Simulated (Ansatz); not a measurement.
fcc Al, treated with r²SCAN (PAW; Ansatz, a program for electronic structure).

Run with plane-wave cutoff 500 eV, 4×4×4 k mesh, Fermi–Dirac smearing 0.1 eV, cell of 108 sites, scalar-relativistic PAW data made under PBE.

Question: What does this level give for the vacancy formation energy and vacancy formation energy before relaxation?

Answer: 
- vacancy formation energy: 0.83 eV
- vacancy formation energy before relaxation: 0.86 eV

Measured, for comparison: vacancy formation energy 0.66 eV (no zero-point or thermal correction, monovacancy; as tabulated in Garrity and Choudhary (2023), arXiv:2112.11585). Computed (rounded) less measured: vacancy formation energy +0.17 eV.

Note: energies are extrapolated to zero smearing, and mesh and cell size move such values by some hundredths of an eV or more.

Static lattice: no zero-point or thermal effects.
